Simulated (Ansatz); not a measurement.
The input, for Ansatz 0.2.0:

```yaml
crystal:
  periodic: [false, false, false]
  atoms:
    - {symbol: Ru, position_ang: [0.000000, 0.000000, 0.519558]}
    - {symbol: Si, position_ang: [0.000000, 0.000000, -1.687844]}
    - {symbol: H, position_ang: [0.000000, 1.222304, -2.533795]}
    - {symbol: H, position_ang: [0.000000, -1.222304, -2.533795]}
basis:
  gaussian: {orbitals: def2-SVP}
total_charge: 1
magnetization: {spin_polarized: true, initial_magnetization: 1}
hamiltonian: {xc: hf}
output: {orbitals: {seedname: orbitals}}
```

```sh
$ ansatz run in.yaml --threads 1 --pin off --events-out ev --progress --plain --max-ram 2393MiB
```

The program prints:

```
602 factors; integrals over basis functions are off by at most 1.2e-3 eV
mean field evaluation 1: about -10413.5035 eV, gradient 6.7e1 eV
mean field evaluation 2: about -10413.5468 eV, gradient 6.7e1 eV
mean field evaluation 4: about -10435.5587 eV, gradient 2.6e1 eV
mean field evaluation 8: about -10441.7708 eV, gradient 1.0e0 eV
mean field evaluation 16: about -10443.2540 eV, gradient 1.2e0 eV
mean field evaluation 32: about -10443.3293 eV, gradient 7.8e-1 eV
mean field evaluation 64: about -10443.8183 eV, gradient 6.9e-2 eV
mean field evaluation 96: about -10443.8049 eV, gradient 1.1e0 eV
mean field evaluation 128: about -10442.3186 eV, gradient 3.8e-1 eV
mean field evaluation 160: about -10443.4784 eV, gradient 2.2e0 eV
...
mean field evaluation 704: about -10443.7939 eV, gradient 1.7e-1 eV
mean field evaluation 736: about -10443.8025 eV, gradient 5.9e-1 eV
mean field evaluation 768: about -10443.7928 eV, gradient 1.3e0 eV
mean field evaluation 800: about -10443.5015 eV, gradient 2.2e-1 eV
mean field evaluation 832: about -10443.1844 eV, gradient 8.6e-1 eV
mean field evaluation 864: about -10442.4861 eV, gradient 3.7e0 eV
mean field evaluation 896: about -10431.8190 eV, gradient 3.0e1 eV
mean field evaluation 928: about -10443.7196 eV, gradient 8.0e-1 eV
mean field evaluation 960: about -10439.5713 eV, gradient 7.5e0 eV
mean field evaluation 992: about -10443.2088 eV, gradient 1.9e0 eV
mean field -10443.81829572 eV, -383.8032432932 hartree, gradient 1.7e-6 eV, S^2 1.644087; 19 other end points of the search recorded, 0 dependent functions left out
reference -10443.81829572 eV, -383.8032432932 hartree; 16, 15 occupied and 43, 44 virtual orbitals, 602 factors
Total energy: -10443.81829572 eV, -383.8032432932 hartree
```

Ran on 1 thread of Arm Neoverse V1, shared host: 22 s wall, 0.12 GiB peak host memory.
